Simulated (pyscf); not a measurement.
PySCF, gas phase, ωB97X-D3(BJ)/def2-SVP geometries.

**Question.** Estimate by transition-state theory the rate constant of H₂C=SiH–Cl + hydrogen (H₂) → H₂C=SiH₂ + hydrogen chloride (HCl) (singlet surface; Cl–Si, H–H broken, H–Si, Cl–H formed) at 900 K, with ωB97M-D3(BJ)/def2-TZVP energies (ideal gas, 1 atm, RRHO with modes under 100 cm⁻¹ raised to 100, one conformer, R ln 2 for chiral ones without a mode under 150 cm⁻¹; no tunnelling).

**Answer.** The electronic barrier is 45.2 kcal/mol and the thermal terms add +25.6, so ΔG‡ = 70.8 kcal/mol. With k_BT/h = 1.88e+13 s⁻¹ and RT = 1.788 kcal/mol, and a volume of 1.23e-19 cm³ per molecule at 1 atm, k = 1.5e-23 cm³ molecule⁻¹ s⁻¹. Wigner's tunnelling factor for 1126i cm⁻¹ would be 1.14. A shift of 1 kcal/mol in the barrier changes k by a factor 1.7. On the product side the descent ends in a complex, 4.7 kcal/mol under the separated species and 31.9 kcal/mol under the saddle at ωB97X-D3(BJ)/def2-TZVP. The same reactants have a lower exit, to H₃C–SiH₂–Cl (barrier +28.4 kcal/mol at ωB97M-D3(BJ)/def2-TZVP, against +45.2 kcal/mol here). H₂C=SiH–Cl lies 13.7 kcal/mol over its isomer H₃C–Si:–Cl [singlet] (electronic energy, ωB97M-D3(BJ)/def2-TZVP). This is the saddle that the search found; another between the same sides may lie lower.
